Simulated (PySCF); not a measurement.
Results of PBE0 in PySCF (GTH pseudopotentials, Gaussian basis) for rock-salt LiH.

The same calculation (at a fixed cell, not relaxed at this level and not confirmed as the measured one, 8.511 Å³/atom) with different numerical settings; throughout: k mesh 2×2×2:

| run | basis | gap on the mesh (eV) | total energy (eV/atom) |
|---|---|---|---|
| 1 | DZ | 5.147 | -109.8749 |
| 2 | TZ | 5.083 | -109.8908 |
| 3 | QZ | 5.084 | -109.9081 |

In the column total energy (eV/atom) the first row differs from the last by +0.0332 and the next to last by +0.0173.

The last row is no converged limit: other settings stay fixed.
